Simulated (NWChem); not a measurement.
System: C₂H₃F; SMILES C=CF

Here is an NWChem input.

```
start job
memory heap 200 mb stack 900 mb global 1100 mb
geometry units angstroms noautosym nocenter noautoz
  C     -0.236674     1.168760     0.000000
  C      0.424893     0.019725     0.000000
  F     -0.184020    -1.161365     0.000000
  H     -1.328429     1.191023     0.000000
  H      0.316275     2.108353     0.000000
  H      1.515840    -0.075106     0.000000
end
basis spherical
  C library def2-svp
  F library def2-svp
  H library def2-svp
end
dft
  xc m06-2x
  iterations 150
end
cosmo
  dielec 46.7
end
task dft energy
```

Parts of the log:

```
             Northwest Computational Chemistry Package (NWChem) 7.3.0
             --------------------------------------------------------

                             Geometry "geometry" -> ""
                             -------------------------

 Output coordinates in angstroms (scale by  1.889725989 to convert to a.u.)

  No.       Tag          Charge          X              Y              Z
 ---- ---------------- ---------- -------------- -------------- --------------
    1 C                    6.0000    -0.23667400     1.16876000     0.00000000
    2 C                    6.0000     0.42489300     0.01972500     0.00000000
    3 F                    9.0000    -0.18402000    -1.16136500     0.00000000
    4 H                    1.0000    -1.32842900     1.19102300     0.00000000
    5 H                    1.0000     0.31627500     2.10835300     0.00000000
    6 H                    1.0000     1.51584000    -0.07510600     0.00000000

 Effective nuclear repulsion energy (a.u.)      67.6384134860

                                 NWChem DFT Module
                                 -----------------

 Summary of "ao basis" -> "ao basis" (spherical)
 ------------------------------------------------------------------------------
       Tag                 Description            Shells   Functions and Types
 ---------------- ------------------------------  ------  ---------------------
 C                          def2-svp                 6       14   3s2p1d
 F                          def2-svp                 6       14   3s2p1d
 H                          def2-svp                 3        5   2s1p

 in cosmo_initialize ...

 solvent parameters
 solvname_short: unkn
 solvname_long:  unknown
 dielec:       46.7000

          ---------------
          -cosmo- solvent
          ---------------
 Cosmo: York-Karplus, doi: 10.1021/jp992097l
 dielectric constant -eps-     =  46.70
 screen = (eps-1)/(eps    )    =   0.97859
 surface charge correction     = lagrangian

   van der Waals surface
 --------------------------

 ---------- ATOMIC COORDINATES (A.U.) ------------ VDWR(ANG.) --
     1   -0.44724901    2.20863615    0.00000000     2.000
     2    0.80293134    0.03727485    0.00000000     2.000
     3   -0.34774738   -2.19466162    0.00000000     1.720
     4   -2.51036681    2.25070712    0.00000000     1.300
     5    0.59767309    3.98420946    0.00000000     1.300
     6    2.86452224   -0.14192976    0.00000000     1.300
 number of segments per atom =         32
 number of   points per atom =         32
 atom (   nspa,  nppa )
 ----------------------
    1 (     18,     0 )       0
    2 (     12,     0 )       0
    3 (     22,     0 )       0
    4 (     16,     0 )       0
    5 (     16,     0 )       0
    6 (     16,     0 )       0
 number of -cosmo- surface points =      100
 molecular surface =     80.385 angstrom**2
 molecular volume  =     61.287 angstrom**3
 G(cav/disp)       =      1.262 kcal/mol
 -lineq- algorithm             =   0
 -bem- low  level              =   2
 -bem- from -octahedral-
 gaussian surface charge width =   4.50000
 degree of switching           =   1.00000
 switching function tolerance  =   0.00010
 atomic radii =
 --------------
    1  6.000  2.000
    2  6.000  2.000
    3  9.000  1.720
    4  1.000  1.300
    5  1.000  1.300
    6  1.000  1.300
 ...... end of -cosmo- initialization ......

            General Information
            -------------------
          SCF calculation type: DFT
          Wavefunction type:  closed shell.
          No. of atoms     :     6
          No. of electrons :    24
           Alpha electrons :    12
            Beta electrons :    12
          Charge           :     0
          Spin multiplicity:     1
          Use of symmetry is: off; symmetry adaption is: off
          Maximum number of iterations: 150
          AO basis - number of functions:    57
                     number of shells:    27
          Convergence on energy requested:  1.00D-06
          Convergence on density requested:  1.00D-05
          Convergence on gradient requested:  5.00D-04

              XC Information
              --------------
                       M06-2X Method XC Functional
                     Hartree-Fock (Exact) Exchange  0.540
                        M06-2X Exchange Functional  1.000
                      M06-2X Correlation Potential  1.000

             Grid Information
             ----------------
          Grid used for XC integration:  medium
          Radial quadrature: Mura-Knowles
          Angular quadrature: Lebedev.
          Tag              B.-S. Rad. Rad. Pts. Rad. Cut. Ang. Pts.
          ---              ---------- --------- --------- ---------
          C                   0.70       49           8.0       434
          F                   0.50       49           9.0       434
          H                   0.35       45           9.0       434
          Grid pruning is: on
          Number of quadrature shells:   282
          Spatial weights used:  Erf1

      Superposition of Atomic Density Guess
      -------------------------------------

 Sum of atomic energies:        -176.03996945

      Non-variational initial energy
      ------------------------------

 Total energy =    -177.356868
 1-e energy   =    -375.001814
 2-e energy   =     130.006532
 HOMO         =      -0.305612
 LUMO         =       0.045304

   convergence    iter        energy       DeltaE   RMS-Dens  Diis-err
 ---------------- ----- ----------------- --------- --------- ---------
     COSMO gas phase
 d= 0,ls=0.0,diis     1   -177.5661323767 -2.45D+02  1.20D-02  3.54D-01
 d= 0,ls=0.0,diis     2   -177.5794621751 -1.33D-02  5.60D-03  3.22D-01
 d= 0,ls=0.0,diis     3   -177.6107761793 -3.13D-02  1.10D-03  6.09D-03
 d= 0,ls=0.0,diis     4   -177.6115003533 -7.24D-04  3.26D-04  5.65D-04
 d= 0,ls=0.0,diis     5   -177.6115613376 -6.10D-05  1.32D-04  1.18D-04
  Resetting Diis
 d= 0,ls=0.0,diis     6   -177.6115733124 -1.20D-05  2.32D-05  3.26D-06
 d= 0,ls=0.0,diis     7   -177.6115736712 -3.59D-07  9.17D-06  2.22D-07

   convergence    iter        energy       DeltaE   RMS-Dens  Diis-err
 ---------------- ----- ----------------- --------- --------- ---------
     COSMO solvation phase
 d= 0,ls=0.0,diis     1   -177.6147661862 -3.19D-03  1.40D-03  1.20D-03
 d= 0,ls=0.0,diis     2   -177.6150857283 -3.20D-04  2.89D-04  2.82D-04
 d= 0,ls=0.0,diis     3   -177.6151074111 -2.17D-05  1.20D-04  8.26D-05
 d= 0,ls=0.0,diis     4   -177.6151151247 -7.71D-06  3.14D-05  3.71D-06
 d= 0,ls=0.0,diis     5   -177.6151155328 -4.08D-07  8.14D-06  2.58D-07

         Total DFT energy =     -177.615115532775
      One electron energy =     -377.217967612650
           Coulomb energy =      154.165353439558
    Exchange-Corr. energy =      -22.300304170085
 Nuclear repulsion energy =       67.638413486004

             COSMO energy =        0.099389324398

 Numeric. integr. density =       24.000001582431

                                   COSMO solvation results
                                   -----------------------

                 gas phase energy =      -177.611573671250
                 sol phase energy =      -177.615115532775
 (electrostatic) solvation energy =         0.003541861525 (    2.22 kcal/mol)

                       DFT Final Molecular Orbital Analysis
                       ------------------------------------

 Vector   10  Occ=2.000000D+00  E=-4.750516D-01
              MO Center= -1.6D-01,  8.6D-01, -3.8D-11, r^2= 2.2D+00
   Bfn.  Coefficient  Atom+Function         Bfn.  Coefficient  Atom+Function
  ----- ------------  ---------------      ----- ------------  ---------------
    48      0.338030  5 H  s                  5      0.318688  1 C  py
    33     -0.269133  3 F  py                 4      0.248438  1 C  px
    43     -0.215271  4 H  s                 32      0.209335  3 F  px
    36      0.188968  3 F  py                35     -0.144875  3 F  px
    49      0.138091  5 H  s                  8      0.120811  1 C  py

 Vector   11  Occ=2.000000D+00  E=-4.435122D-01
              MO Center=  1.7D-01,  6.7D-02, -6.0D-10, r^2= 2.2D+00
   Bfn.  Coefficient  Atom+Function         Bfn.  Coefficient  Atom+Function
  ----- ------------  ---------------      ----- ------------  ---------------
    32      0.361508  3 F  px                53      0.318698  6 H  s
    18      0.300614  2 C  px                 4     -0.276824  1 C  px
    35     -0.254371  3 F  px                43      0.230532  4 H  s
    54      0.143457  6 H  s                 19     -0.136855  2 C  py
     3     -0.129009  1 C  s                 44      0.127197  4 H  s

 Vector   12  Occ=2.000000D+00  E=-3.261713D-01
              MO Center=  1.9D-02,  5.1D-01, -4.1D-09, r^2= 1.6D+00
   Bfn.  Coefficient  Atom+Function         Bfn.  Coefficient  Atom+Function
  ----- ------------  ---------------      ----- ------------  ---------------
     6      0.417009  1 C  pz                20      0.378552  2 C  pz
     9      0.310049  1 C  pz                34      0.259393  3 F  pz
    23      0.221621  2 C  pz                37     -0.214756  3 F  pz
    25      0.025437  2 C  d -1

 Vector   13  Occ=0.000000D+00  E= 5.688762D-02
              MO Center=  1.1D-01,  5.5D-01, -7.1D-09, r^2= 2.1D+00
   Bfn.  Coefficient  Atom+Function         Bfn.  Coefficient  Atom+Function
  ----- ------------  ---------------      ----- ------------  ---------------
     9      0.671563  1 C  pz                23     -0.674122  2 C  pz
    20     -0.470992  2 C  pz                 6      0.382496  1 C  pz
    37      0.201226  3 F  pz                34     -0.179830  3 F  pz

 Vector   14  Occ=0.000000D+00  E= 1.358289D-01
              MO Center=  1.2D+00,  1.0D+00,  1.8D-09, r^2= 4.2D+00
   Bfn.  Coefficient  Atom+Function         Bfn.  Coefficient  Atom+Function
  ----- ------------  ---------------      ----- ------------  ---------------
    54      1.527543  6 H  s                 49      1.370811  5 H  s
    17     -0.994831  2 C  s                  3     -0.847194  1 C  s
    21     -0.689774  2 C  px                 8     -0.536376  1 C  py
    18     -0.260504  2 C  px                 5     -0.175463  1 C  py
    31     -0.164674  3 F  s                 22     -0.138805  2 C  py

 Vector   15  Occ=0.000000D+00  E= 1.501990D-01
              MO Center= -1.2D+00,  1.2D+00,  3.5D-10, r^2= 3.8D+00
   Bfn.  Coefficient  Atom+Function         Bfn.  Coefficient  Atom+Function
  ----- ------------  ---------------      ----- ------------  ---------------
     3      2.147744  1 C  s                 44     -2.015507  4 H  s
    49     -0.732450  5 H  s                  7     -0.621238  1 C  px
    54      0.498051  6 H  s                 17     -0.458825  2 C  s
    22     -0.269971  2 C  py                 2      0.206633  1 C  s
     4     -0.191092  1 C  px                 8      0.183449  1 C  py

     Multipole analysis of the density
     ---------------------------------

     L   x y z        total         alpha         beta         nuclear
     -   - - -        -----         -----         ----         -------
     0   0 0 0     -0.000000    -12.000000    -12.000000     24.000000

     1   1 0 0      0.359907      0.201856      0.201856     -0.043804
     1   0 1 0      0.522053      0.352777      0.352777     -0.183502
     1   0 0 1      0.000000      0.000000      0.000000      0.000000

     2   2 0 0    -11.169378    -16.095379    -16.095379     21.021379
     2   1 1 0     -0.411710      1.071147      1.071147     -2.554003
     2   1 0 1      0.000000      0.000000      0.000000      0.000000
     2   0 2 0    -12.901949    -53.243668    -53.243668     93.585387
     2   0 1 1      0.000000      0.000000      0.000000      0.000000
     2   0 0 2    -13.983418     -6.991709     -6.991709      0.000000
```

Level: M06-2X/def2-SVP, COSMO on the gas-phase geometry. The geometry was optimised at PBE0/def2-SVP. COSMO prints the solvation energy as gas minus solution, so a positive value is a stabilisation.
